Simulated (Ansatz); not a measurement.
# NaC (quartet): wave-function methods side by side at distance C1–Na2 = 4.855 Å, cc-pVTZ

One table from this session's results is given with a row withheld; the runs are named, their logs left out.

Computed with Ansatz 0.2.0, Gaussian basis. Level: cc-pVTZ, core rule «outside noble gas», up to 6 orbitals frozen.

Plan: UHF; CCSD(T) on ROHF; CCSD(T) on UHF; BCCD(T) on ROHF; CCSDT(Q) on ROHF; CCSDT(Q) on UHF; Full CI.

55 further runs of the same task are left out: 42 for a known fault of the program, 10 that didn't finish, 3 set aside as unsound or not needed.

## The system

The geometry derives from a PBE0/def2-TZVP stationary point (not a proven minimum). One bond is set to the value named and the two fragments are kept rigid.

2 atoms, charge 0, spin multiplicity 4.

Atoms are counted from 1 here; the program's logs count them from 0.

No contacts short enough for the rule that draws bonds.

The first run:

Contents of in.yaml:

```yaml
crystal:
  periodic: [false, false, false]
  atoms:
    - {symbol: C, position_ang: [0.000000, 0.000000, 0.000000]}
    - {symbol: Na, position_ang: [0.000000, 0.000000, 4.855000]}
basis:
  gaussian: {orbitals: cc-pVTZ}
magnetization: {spin_polarized: true, initial_magnetization: 3}
hamiltonian: {xc: hf}
output: {orbitals: {seedname: orbitals}}
```

Started as:

```
ansatz run in.yaml --threads 1 --pin off --events-out ev --progress --plain --max-ram 2393MiB
```

Steps of the session up to this table: UHF; CCSD(T) on ROHF; CCSD(T) on UHF; BCCD(T) on ROHF; CCSDT(Q) on ROHF; CCSDT(Q) on UHF; Full CI.

One of the session's tables, all rows but one given; the rest of the session is left out.

| method | from FCI (kJ/mol) |
| --- | --- |
| ROHF | +251.8 |
| UHF | +239.0 |
| RMP2 | +61.7 |
| UMP2 | +61.5 |
| RCCSD | ? |
| UCCSD | +6.9 |
| RCCSD(T) | +1.4 |
| UCCSD(T) | +1.2 |
| BCCD(T) | +1.4 |
| RCCSDT | +0.1 |
| UCCSDT | -0.2 |
| RCCSDT(Q) | -0.1 |
| UCCSDT(Q) | -0.3 |
| FCI | 0 |

**Question.** Estimate the row for RCCSD.

**Answer.** from FCI (kJ/mol): +7.4. In the column «from FCI (kJ/mol)» it lies between UCCSD (+6.9) and UMP2 (+61.5).

Caveats from the session: UCCSDT, UCCSDT(Q) fall below full CI: unrestricted runs freeze a spin-polarised core, another one than full CI's, and coupled cluster isn't variational. Levels on UHF freeze UHF's core orbitals, full CI those of ROHF, so the U rows can settle a little off it for that reason alone. Restricted and unrestricted rows rest on different reference determinants; where their highest levels disagree by more than a few hundredths of an eV, they describe different states and don't form one ladder.
